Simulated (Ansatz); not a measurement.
# BeH₂+ (quartet): from Hartree-Fock to the top rungs, def2-TZVPP

The task here is to estimate one member of a computed series from the others.

Program: Ansatz 0.2.0, Gaussian basis. Level of theory: def2-TZVPP, core rule «outside noble gas», up to 1 orbitals frozen. These are calculated values, not measurements.

Plan: UHF; ROHF; CCSD(T) on UHF.

## The system

The geometry is a PBE0/def2-TZVP stationary point (not a proven minimum) of the parent state, kept for this charge and spin.

3 atoms, charge 1, spin multiplicity 4.

Atoms are counted from 1 here; the program's logs count them from 0.

Bond lengths: Be1–H2 1.411 Å, Be1–H3 1.411 Å. Angles: H2–Be1–H3 81.3°.

The first run:

in.yaml reads:

```yaml
crystal:
  periodic: [false, false, false]
  atoms:
    - {symbol: Be, position_ang: [0.000000, -0.195718, 0.000002]}
    - {symbol: H, position_ang: [0.000000, 0.874967, -0.919464]}
    - {symbol: H, position_ang: [0.000000, 0.874985, 0.919447]}
basis:
  gaussian: {orbitals: def2-TZVPP}
total_charge: 1
magnetization: {spin_polarized: true, initial_magnetization: 3}
hamiltonian: {xc: hf}
output: {orbitals: {seedname: orbitals}}
```

On the command line:

```console
$ ansatz run in.yaml --threads 1 --pin off --events-out ev --progress --plain --max-ram 4096MiB --backend cpu
```

Steps of the session up to this table: UHF; ROHF; CCSD(T) on UHF.

One of the session's tables, all rows but one given; the rest of the session is left out.

```
  method  from UCCSD(T) (kJ/mol)
    ROHF                       ?
     UHF                   +15.0
    UMP2                    +5.3
   UCCSD                     0.0
UCCSD(T)                       0
```

Q: Estimate the row for ROHF from the others.

The run gave: from UCCSD(T) (kJ/mol): +15.1. In the column «from UCCSD(T) (kJ/mol)» it is the highest.
